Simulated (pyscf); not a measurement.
H₂N–GaH₂ → ammonia (NH₃) + GaH [singlet], a 1,1-elimination (singlet surface; Ga–N, Ga–H broken, H–N formed). Optimised with ωB97X-D3(BJ)/def2-SVP in PySCF. Correlated levels are frozen-core, on RHF or UHF. ΔMP2 is the change of the MP2 total energy from the triple- to the quadruple-zeta basis. Energies in kcal/mol from the reactant's lowest minimum found.

AM1 to PM7: differences of heats of formation from MOPAC. 

Question: In single points PM7 puts the saddle at 65.4 kcal/mol and the reaction energy at +44.8 kcal/mol. Should these be trusted to within a few kcal/mol? Compare with CCSD(T)/def2-TZVPP + ΔMP2(QZVPP).

Answer: CCSD(T)/def2-TZVPP + ΔMP2(QZVPP) gives ΔE‡ = 64.9 kcal/mol and ΔE = +30.1 kcal/mol. PM7 lies 0.5 kcal/mol over it in the barrier and 14.7 kcal/mol over it in the reaction energy, so on this step it does not hold to within 3.0 kcal/mol. CCSD(T)/def2-TZVPP + ΔMP2(QZVPP) has limits of its own. On the product side the descent ends in a bound adduct, 13.7 kcal/mol under the separated species and 50.5 kcal/mol under the saddle at ωB97X-D3(BJ)/def2-TZVP. At ωB97X-D3(BJ) the barrier from the zero used here is 69.2 kcal/mol. This is the saddle that the search found; another between the same sides may lie lower. The CCSD(T) − MP2 part came from Ansatz, without density fitting, on the same reference. The frozen core leaves the outer d or s,p core shells of the metals and heavy elements correlated in the MP2 and CC values, and def2-TZVPP describes them poorly, which can shift differences by a few kcal/mol. In the def2 sets elements up to Kr have no core potential.
